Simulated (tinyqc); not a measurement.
Stretching all distances: RHF, UHF, MP2, CISD and CCSD against full CI in the sto-3g basis, for H2O, spin multiplicity 1. Computed by the program tinyqc with PySCF. All coordinates are multiplied by the scale. c0^2 is the weight of the RHF determinant in the lowest singlet FCI state (UHF is spin-contaminated and may lie near states of higher spin) and n(LUMO) the first natural occupation beyond the occupied space.

Geometry (angstrom):
```
atom       x        y       z
O     0.0000   0.0000  0.0000
H     0.0000   0.7650  0.4720
H     0.0000  -0.7620  0.4700
```

Full CI energy (hartree) and errors against it (kcal/mol):
```
scale  distance 1-2 (angstrom)     E(FCI)      RHF     UHF     MP2    CISD    CCSD  <S^2> UHF   c0^2  n(LUMO)
0.900                    0.809  -74.89008   20.126  20.126   5.130   0.162   0.048      0.000  0.987    0.014
1.100                    0.989  -75.00625   32.436  32.436   9.582   0.526   0.109      0.000  0.971    0.031
1.300                    1.169  -74.98180   51.449  51.449  17.029   1.684   0.242      0.000  0.936    0.070
1.500                    1.348  -74.91951   78.350  67.714  27.869   4.728   0.495      0.681  0.873    0.144
1.700                    1.528  -74.85697  112.948  53.417  41.467  10.921   0.622      1.332  0.779    0.258
1.900                    1.708  -74.80737  154.168  33.289  56.511  20.899  -0.569      1.659  0.658    0.408
2.100                    1.888  -74.77441  199.403  17.845  72.356  33.867  -4.857      1.828  0.519    0.570
```

What does the comparison show, and why?

UHF parts from RHF first at scale 1.5 of those listed, where <S^2> leaves zero. The weight c0^2 goes from 0.99 to 0.52 and n(LUMO) from 0.01 to 0.57: static correlation grows as the bonds break into open-shell fragments. The spread of the error along the curve, which distorts its shape, is CCSD 5.5, CISD 33.7, UHF 49.9, MP2 67.2, RHF 179.3 kcal/mol. Below FCI somewhere: CCSD, as non-variational methods may be.
